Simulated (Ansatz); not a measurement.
C₃H₆F₂O, SMILES `FCCOCF`, charge 0, multiplicity 1.

Problem. Give a relaxed structure at PBE0-D4/def2-TZVP (Ansatz). (Best estimate.)

Solution. Computed: 
Cartesian coordinates in Å:
```
F 2.077 0.926 1.649
C 0.861 0.289 1.519
C 0.474 0.275 0.060
O -0.778 -0.377 -0.024
C -1.218 -0.589 -1.299
F -1.579 0.597 -1.905
H 0.956 -0.729 1.907
H 0.117 0.831 2.110
H 1.229 -0.268 -0.525
H 0.409 1.299 -0.321
H -0.441 -1.037 -1.933
H -2.107 -1.218 -1.239
```
This is one stationary point; other conformers may exist.
